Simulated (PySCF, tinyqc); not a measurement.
CID on RHF in the sto-6g basis, frozen core, for LiH, spin multiplicity 1, step by step. The lowest restricted solution is unstable here: a spin-polarised one lies 0.0036 hartree lower (PySCF). One step of it, computed by the program tinyqc.

Task: CID: roots. Diagonalise (each vector has its largest component positive (the first on a tie)); all determinants have Ms = 0, so triplets appear too. The lowest singlet root is the correlation energy.

Occupation strings over the orbitals (2 doubly, a alpha, b beta, 0 empty; spin orbitals ordered 1a 1b 2a 2b ...): 220000 202000 20a00b 200200 200020 20b00a 200002

H - E(HF) between determinants (hartree), lower triangle:
```
           220000     202000     20a00b    200200    200020     20b00a    200002
220000   0.000000
202000   0.020916   0.588289
20a00b  -0.044399   0.107329   0.501530
200200   0.020654   0.041687  -0.012044  0.620690
200020   0.020654   0.041687  -0.012044  0.016875  0.620690
20b00a   0.044399  -0.107329  -0.030521  0.012044  0.012044   0.501530
200002   0.132548   0.030521   0.025255  0.019336  0.019336  -0.025255  0.684322
```

Give: lowest roots of this matrix, relative to E(HF); lowest vectors; <S^2> of these roots; weight of the ground state by excitation level 0, 1, 2, ....

Result:

lowest roots of this matrix, relative to E(HF) (hartree): -0.035  0.400  0.471  0.604  0.637  0.672  0.769

lowest vectors:
```
        root 1  root 2  root 3  root 4
220000   0.972   0.124   0.000   0.000
202000  -0.053   0.641   0.000   0.000
20a00b   0.094  -0.507   0.707   0.000
200200  -0.018  -0.173   0.000   0.707
200020  -0.018  -0.173   0.000  -0.707
20b00a  -0.094   0.507   0.707   0.000
200002  -0.182  -0.013   0.000   0.000
```

<S^2> of these roots: 0.000  0.000  2.000  0.000  0.000  0.000  0.000

weight of the ground state by excitation level 0, 1, 2, ...: 0.946  0.000  0.054
